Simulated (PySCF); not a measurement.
Vibration and rotation of SO⁺

UHF-CCSD(T) constants of SO⁺, ²Π (doublet), unpaired electrons π ↑ (PySCF, spin-free X2C with a Gaussian nucleus, basis sets S jorge-DZP-DKH, O jorge-DZP-DKH; masses 31.9721 and 15.9949 u):

```
ωe              : 1229.8 cm⁻¹
ωexe            : 7.28 cm⁻¹
Be              : 0.73241 cm⁻¹
αe              : 0.00540 cm⁻¹
D (centrifugal) : 1.04e-06 cm⁻¹
De to S⁺ + O    : 3.94 eV
```

Task: Give the vibrational terms G(v) and spacings up to v = 3.

Result: G(v) = ωe(v+½) − ωexe(v+½)².

```csv
v,G(v) (cm⁻¹),G(v) − G(v−1),Bv (cm⁻¹)
0,613,,0.7297
1,1828,1215,0.7243
2,3029,1201,0.7189
3,4215,1186,0.7135
```

Task: How well does the Morse estimate ωe²/(4ωexe) reproduce De, and what is D0?

Result: It gives 6.44 eV, 163 % of the computed De. D0 = De − G(0) = 3.94 − 0.08 = 3.86 eV.

Correlated steps freeze 6 core orbitals. Correlated levels converge slowly with the basis: in double zeta they bind strong bonds too weakly, by up to about 1 eV, and carry superposition errors of some tenths. For an ion De counts to the pair picked by the measured ionisation energies or electron affinities, which need not be the lowest pair at this level. The state was picked by a PBE0 search and need not be the measured ground state.
